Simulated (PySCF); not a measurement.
Molecule: `NC1CCCC1`, C5H11N.

Geometry:
| atom | x (Å) | y (Å) | z (Å) |
| --- | --- | --- | --- |
| N1 | 2.163 | 0.060 | 0.709 |
| C2 | 0.730 | 0.193 | 0.585 |
| C3 | 0.017 | -1.150 | 0.445 |
| C4 | -1.410 | -0.791 | 0.019 |
| C5 | -1.308 | 0.594 | -0.674 |
| C6 | 0.176 | 0.972 | -0.617 |
| H7 | 2.544 | -0.355 | -0.141 |
| H8 | 2.599 | 0.976 | 0.797 |
| H9 | 0.361 | 0.680 | 1.509 |
| H10 | 0.071 | -1.754 | 1.362 |
| H11 | 0.526 | -1.727 | -0.349 |
| H12 | -2.067 | -0.729 | 0.900 |
| H13 | -1.848 | -1.556 | -0.639 |
| H14 | -1.916 | 1.337 | -0.134 |
| H15 | -1.690 | 0.576 | -1.705 |
| H16 | 0.703 | 0.619 | -1.522 |
| H17 | 0.350 | 2.058 | -0.545 |

Geometry PBE0-D3(BJ)/def2-SVP throughout; GIAO in PySCF 2.14, gas phase, one conformer, non-relativistic; equivalent atoms averaged; basis pcSseg-1.

Q: How do the shifts δ (against TMS at the same level) depend on the functional? (a selection of nuclei; ppm; last column core-seconds on shared hosts with different chips, so compare them loosely)

A: 
```csv
functional,kind,C2,C3/C6,C4/C5,H9,H10/H17,H13/H15,H12/H14,H11/H16,H7/H8,core-s
HF,Hartree–Fock,49.9,35.5,20.3,2.27,1.60,1.44,1.35,0.66,0.27,7.9
LDA,LDA,62.8,43.0,24.0,3.02,1.78,1.70,1.69,0.84,0.19,22
PBE,GGA,61.4,42.0,25.1,2.87,1.73,1.67,1.64,0.83,0.15,26
BLYP,GGA,63.2,43.4,26.2,2.84,1.74,1.68,1.64,0.83,0.18,25
BP86,GGA,61.4,41.9,25.2,2.86,1.73,1.66,1.63,0.84,0.16,26
OPBE,GGA,57.3,39.1,24.7,2.82,1.69,1.64,1.62,0.87,0.13,28
KT2,GGA,60.6,40.7,24.9,2.84,1.75,1.70,1.63,0.75,0.19,21
KT3,GGA,59.5,40.2,25.6,2.78,1.71,1.68,1.62,0.79,0.19,20
B97-D,GGA,60.4,41.4,25.7,2.83,1.74,1.68,1.64,0.85,0.21,21
B3LYP,global hybrid,60.2,41.5,24.8,2.72,1.71,1.62,1.57,0.80,0.19,12
PBE0,global hybrid,57.8,39.9,23.6,2.71,1.70,1.59,1.55,0.79,0.17,16
mPW1PW91,global hybrid,57.7,39.8,23.8,2.69,1.69,1.58,1.54,0.79,0.17,12
WP04,global hybrid,60.2,40.5,26.6,2.55,1.60,1.50,1.46,0.84,0.33,20
B97-2,global hybrid,57.5,39.6,24.1,2.68,1.69,1.59,1.55,0.80,0.19,22
BHandHLYP,global hybrid,56.3,39.3,23.0,2.53,1.67,1.54,1.48,0.74,0.23,23
CAM-B3LYP,range-separated hybrid,58.4,40.5,23.4,2.66,1.70,1.58,1.53,0.79,0.19,24
wB97X-D,range-separated hybrid,57.1,39.5,23.3,2.63,1.68,1.55,1.50,0.79,0.18,22
LC-wPBE,range-separated hybrid,54.4,37.7,21.7,2.57,1.64,1.50,1.47,0.80,0.15,30
```

Q: Which nucleus among those listed moves most, in ppm?

A: C2 (sp3 CH bonded to N): from 49.9 ppm with HF to 63.2 ppm with BLYP. The smallest spread is 0.18 ppm, at H10/H17. Proton shifts span only some 12 ppm, so a few tenths of a ppm matter as much there as several ppm in carbon.
